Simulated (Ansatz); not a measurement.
Reaction (SMILES): OO (H2O2) → H2O2+ (doublet, bonded as OO) + e-
B3LYP-D3(BJ)/def2-TZVP geometries, fixed; electronic energies without zero-point terms.

Basis-set convergence of the adiabatic ionisation energy at PBE with Ansatz (a program for electronic structure). Cartesian d functions, on some or all atoms, in 6-31+G*; all else is spherical. The program fits the integrals of some runs and decomposes those of others, by size. Open shells are unrestricted. No added dispersion term, no relativity. Functions are those of the species that has most. Reference: the value in aug-pcseg-3, 10.261 eV, itself unsure by roughly 0.007 eV (its mean distance from aug-cc-pVQZ, cc-pV5Z, def2-QZVPPD).

```tsv
basis	functions	adiabatic ionisation energy (eV)
STO-3G	12	7.078
3-21G	22	9.821
pcseg-0	22	[?]
def2-SV(P)	32	[?]
cc-pVDZ	38	[?]
def2-SVP	38	9.889
pcseg-1	38	10.210
6-31+G*	42	10.250
def2-SVPD	62	10.327
aug-cc-pVDZ	64	10.253
aug-pcseg-1	64	10.358
6-311++G(2d,2p)	74	10.294
6-311++G(3df,3pd)	114	10.276
aug-cc-pVTZ	138	[?]
aug-pcseg-2	138	10.276
aug-cc-pVQZ	252	10.261
aug-pcseg-3	268	10.261
cc-pV5Z	292	10.243
```

**Question.** What belongs in the gaps?

**Answer.** 
- pcseg-0, adiabatic ionisation energy (eV): 10.466
- def2-SV(P), adiabatic ionisation energy (eV): 9.911
- cc-pVDZ, adiabatic ionisation energy (eV): 9.824
- aug-cc-pVTZ, adiabatic ionisation energy (eV): 10.272
